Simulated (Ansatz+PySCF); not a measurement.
A calculation with PySCF 2.14.0.

```python
from pyscf import gto, scf, mp

mol = gto.M(atom="""
C 0.006750 0.504280 -0.148380
O -1.146860 -0.228680 -0.081590
O 1.174580 -0.173120 0.077820
H 0.025250 1.539380 0.324530
H 1.076580 -1.052240 -0.309710
H -1.366710 -0.442380 0.839830
""", basis='cc-pvtz', charge=0, spin=1)
mf = scf.UHF(mol)
mf.kernel()
pt = mp.MP2(mf, frozen=3).run()
print(mf.e_tot, pt.e_corr, pt.e_tot)
```

The script is written out from the run's settings.

Output:

| Property | Result |
| --- | --- |
| Converged | yes |
| Reference energy | -189.35608 hartree |
| Correlation energy | -0.62545 hartree |
| Total energy | -189.98153 hartree |
| Spin squared of the determinant | 0.759 |
